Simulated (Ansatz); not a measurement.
# HNO (nitroxyl): BCCD(T)/STO-3G

Aim: the energy change on altering one bond length of HNO (nitroxyl) at BCCD(T)/STO-3G, from 2 runs. 

The calculation is run with Ansatz 0.2.0.

50 further runs of the same task are left out: 1 that didn't finish, 49 set aside as unsound or not needed.

**1. The molecule**

HNO has 3 atoms, charge 0, and is taken as a singlet. As SMILES, `N=O`. The coordinates come from a PBE0-D4/def2-TZVP relaxation.

Bond lengths: N1–O2 1.190 Å, N1–H3 1.063 Å. Angles: O2–N1–H3 108.9°.

**2. A single-point energy at BCCD(T)/STO-3G**

job.yaml reads:

```yaml
crystal:
  periodic: [false, false, false]
  atoms:
    - {symbol: "N", position_ang: [-0.283700, 0.312790, -0.117160]}
    - {symbol: O, position_ang: [0.755300, 0.397200, 0.456500]}
    - {symbol: H, position_ang: [-0.471600, -0.709980, -0.339350]}
basis:
  gaussian: {orbitals: STO-3G}
correlation: {method: bccd_t, frozen_orbitals: {H: 0, "N": 1, O: 1}}
accuracy: high
scf: {omitted_lower_state_checks: [cluster_reference, increment]}
```

Run with:

```sh
$ ansatz run job.yaml --threads 1 --pin off --max-ram 3480MiB --events-out events.jsonl --progress --plain --runs-dir runs
```

Output:

```text
Warning: RAYON_NUM_THREADS=1 ignored (pool sized by the plan → 1); use --threads N
Functional definition: HF
  name "HF"
  exchange = exact_x
  correlation = 0
these checks for a lower state are left out or cut short: cluster_reference, increment
168 factors; integrals over basis functions are off by at most 3.7e-8 eV
mean field evaluation 1: about -3483.5222 eV, gradient 1.8e1 eV
mean field evaluation 2: about -3483.6020 eV, gradient 1.8e1 eV
mean field evaluation 4: about -3484.6352 eV, gradient 1.3e0 eV
mean field evaluation 8: about -3484.6463 eV, gradient 2.2e-2 eV
mean field -3484.64633024 eV, -128.0583906581 hartree, gradient 9.5e-9 eV, S^2 0.000000; 0 other end points of the search recorded, 0 dependent functions left out; unrestricted orbitals would lower it
2 core orbitals not correlated: weight in the atoms' cores, before any rotation towards them, 1.000 or more for the frozen orbitals, at most 0.000 for the correlated occupied ones
reference -3484.64633024 eV, -128.0583906581 hartree; 6, 6 occupied and 3, 3 virtual orbitals, 168 factors
second order -3.18936449 eV of doubles, -0.00000000 eV of singles
cycle   1  -3.56227595 eV  change   -3.7e-1 eV  update   6.2e-2
cycle   2  -3.74902582 eV  change   -1.9e-1 eV  update   2.6e-2
cycle   3  -3.80037684 eV  change   -5.1e-2 eV  update   1.2e-2
cycle   4  -3.80955800 eV  change   -9.2e-3 eV  update   3.8e-3
cycle   5  -3.80994427 eV  change   -3.9e-4 eV  update   1.9e-3
cycle   6  -3.80952073 eV  change    4.2e-4 eV  update   1.2e-3
cycle   7  -3.81031855 eV  change   -8.0e-4 eV  update   5.8e-4
cycle   8  -3.81031404 eV  change    4.5e-6 eV  update   1.1e-4
cycle   9  -3.81024613 eV  change    6.8e-5 eV  update   3.7e-5
cycle  10  -3.81022776 eV  change    1.8e-5 eV  update   1.2e-5
cycle  11  -3.81022747 eV  change    2.9e-7 eV  update   4.0e-6
cycle  12  -3.81022716 eV  change    3.1e-7 eV  update   1.2e-6
cycle  13  -3.81022621 eV  change    9.4e-7 eV  update   4.6e-7
cycle  14  -3.81022592 eV  change    3.0e-7 eV  update   1.5e-7
cycle  15  -3.81022592 eV  change   -6.7e-9 eV  update   5.6e-8
cycle  16  -3.81022604 eV  change   -1.1e-7 eV  update   3.2e-8
cycle  17  -3.81022602 eV  change    1.4e-8 eV  update   1.7e-8
cycle  18  -3.81022492 eV  change    1.1e-6 eV  update   1.7e-7
cycle  19  -3.81022459 eV  change    3.3e-7 eV  update   8.5e-8
cycle  20  -3.81022444 eV  change    1.4e-7 eV  update   3.7e-8
cycle  21  -3.81022444 eV  change    5.9e-9 eV  update   2.4e-8
cycle  22  -3.81022449 eV  change   -5.4e-8 eV  update   1.8e-8
cycle  23  -3.81022453 eV  change   -4.0e-8 eV  update   1.1e-8
cycle  24  -3.81022455 eV  change   -1.8e-8 eV  update   5.2e-9
cycle  25  -3.81022456 eV  change   -9.0e-9 eV  update   2.0e-9
cycle  26  -3.81022456 eV  change    1.1e-9 eV  update  2.8e-10
perturbative correction -0.05325058 eV, -0.0019569226 hartree
Total energy: -3488.50980537 eV, -128.2003707505 hartree
Checks for a lower state left out: cluster_reference, increment
```

Run time: 0.2 s. Hardware: 1 thread of AMD EPYC 7R43 (Zen 3), shared host.

**3. The distorted shape, same level**

molecule.yaml reads:

```yaml
crystal:
  periodic: [false, false, false]
  atoms:
    - {symbol: N, position_ang: [-0.236725, 0.568483, -0.061612]}
    - {symbol: O, position_ang: [0.802275, 0.652893, 0.512048]}
    - {symbol: H, position_ang: [-0.471600, -0.709980, -0.339350]}
basis:
  gaussian:
    orbitals: STO-3G
correlation:
  method: bccd_t
  frozen_orbitals: {H: 0, "N": 1, O: 1}
accuracy: high
scf:
  omitted_lower_state_checks: [cluster_reference, increment]
```

Run with:

```sh
$ ansatz run molecule.yaml --threads 1 --pin off --max-ram 3480MiB --events-out events.jsonl --progress --plain --runs-dir runs
```

Output:

```text
Warning: RAYON_NUM_THREADS=1 ignored (pool sized by the plan → 1); use --threads N
[... 4 set-up lines as earlier in the session ...]
these checks for a lower state are left out or cut short: cluster_reference, increment
168 factors; integrals over basis functions are off by at most 3.9e-8 eV
mean field evaluation 1: about -3482.6427 eV, gradient 1.8e1 eV
mean field evaluation 2: about -3482.7177 eV, gradient 1.9e1 eV
mean field evaluation 4: about -3483.7962 eV, gradient 1.5e0 eV
mean field evaluation 8: about -3483.8184 eV, gradient 4.5e-2 eV
mean field -3483.81838646 eV, -128.0279642853 hartree, gradient 2.6e-8 eV, S^2 0.000000; 0 other end points of the search recorded, 0 dependent functions left out; unrestricted orbitals would lower it
2 core orbitals not correlated: weight in the atoms' cores, before any rotation towards them, 1.000 or more for the frozen orbitals, at most 0.000 for the correlated occupied ones
reference -3483.81838646 eV, -128.0279642853 hartree; 6, 6 occupied and 3, 3 virtual orbitals, 168 factors
second order -3.68638904 eV of doubles, -0.00000000 eV of singles
cycle   1  -4.06875856 eV  change   -3.8e-1 eV  update   8.9e-2
cycle   2  -4.32503397 eV  change   -2.6e-1 eV  update   3.6e-2
cycle   3  -4.43626254 eV  change   -1.1e-1 eV  update   2.1e-2
cycle   4  -4.44441357 eV  change   -8.2e-3 eV  update   4.8e-3
cycle   5  -4.44493372 eV  change   -5.2e-4 eV  update   2.1e-3
cycle   6  -4.44435347 eV  change    5.8e-4 eV  update   7.3e-4
cycle   7  -4.44387266 eV  change    4.8e-4 eV  update   3.4e-4
cycle   8  -4.44405986 eV  change   -1.9e-4 eV  update   1.5e-4
cycle   9  -4.44418755 eV  change   -1.3e-4 eV  update   6.6e-5
cycle  10  -4.44416096 eV  change    2.7e-5 eV  update   2.3e-5
cycle  11  -4.44416801 eV  change   -7.1e-6 eV  update   7.2e-6
cycle  12  -4.44416767 eV  change    3.3e-7 eV  update   2.3e-6
cycle  13  -4.44416961 eV  change   -1.9e-6 eV  update   9.5e-7
cycle  14  -4.44416864 eV  change    9.7e-7 eV  update   3.4e-7
cycle  15  -4.44416797 eV  change    6.7e-7 eV  update   1.4e-7
cycle  16  -4.44416814 eV  change   -1.7e-7 eV  update   6.0e-8
cycle  17  -4.44416797 eV  change    1.7e-7 eV  update   3.7e-8
cycle  18  -4.44416795 eV  change    2.0e-8 eV  update   3.4e-8
cycle  19  -4.44416845 eV  change   -5.0e-7 eV  update   7.3e-8
cycle  20  -4.44416848 eV  change   -2.4e-8 eV  update   2.6e-8
cycle  21  -4.44416851 eV  change   -3.1e-8 eV  update   1.1e-8
cycle  22  -4.44416852 eV  change   -1.6e-8 eV  update   5.4e-9
cycle  23  -4.44416853 eV  change   -4.3e-9 eV  update   3.1e-9
cycle  24  -4.44416853 eV  change    1.2e-9 eV  update   1.4e-9
cycle  25  -4.44416853 eV  change    2.1e-9 eV  update  4.0e-10
cycle  26  -4.44416853 eV  change   4.0e-10 eV  update  1.8e-10
perturbative correction -0.12626650 eV, -0.0046402084 hartree
Total energy: -3488.38882148 eV, -128.1959246746 hartree
Checks for a lower state left out: cluster_reference, increment
```

Run time: 0.18 s. Hardware: 1 thread of AMD EPYC 7R43 (Zen 3), shared host.

**4. Outcome**

Level: BCCD(T)/STO-3G, 2 core orbitals frozen.

| quantity | value |
| --- | --- |
| first shape: total energy | -128.20037 Eh |
| first shape: correlation energy (2 core orbitals frozen) | -142.0 mEh |
| first shape: (T) correction | -1.96 mEh |
| distorted shape: total energy | -128.19592 Eh |
| distorted shape: correlation energy (2 core orbitals frozen) | -168.0 mEh |
| distorted shape: (T) correction | -4.64 mEh |
| energy change with the N1–H3 bond stretched from 1.063 to 1.329 Å | 0.121 eV |

**Reading.** With the N1–H3 bond stretched from 1.063 to 1.329 Å the energy rises by 0.12 eV (2.8 kcal/mol). The first shape isn't relaxed at this level, so the change isn't measured from a minimum. The minimal basis adds a large error of its own. The restricted solution (first shape) is unstable to spin breaking: an unrestricted one lies lower. The triples (first shape) make up 1.4 % of the correlation energy. The restricted solution (distorted shape) is unstable to spin breaking: an unrestricted one lies lower. The triples (distorted shape) make up 2.8 % of the correlation energy.
